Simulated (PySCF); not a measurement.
How methods differ on the electron affinity of S

S⁻ [Ne] 3s2 3p5 (2P) → S [Ne] 3s2 3p4 (3P), as a difference of total energies. Calculation: PySCF 2.14, in def2-QZVPPD; no relativity, point nucleus. Correlated levels: valence and next inner shell: 1s2 frozen. The calculations carry no spin-orbit coupling.

```csv
method,electron affinity (eV)
UHF,0.881
MP2 (valence and next inner shell),1.979
SCS-MP2 (valence and next inner shell),1.985
CCSD (valence and next inner shell),1.907
CCSD(T) (valence and next inner shell),1.996
```

Problem. How much does correlation contribute at CCSD(T) (valence and next inner shell)?

Solution. 1.996 − (0.881) = 1.115 eV, measured against UHF.

Errors of the correlated levels include the incompleteness of this basis and the frozen core.

For comparison: 2.077 eV (measured; photodetachment measurements, as compiled on the Wikipedia data page of electron affinities).
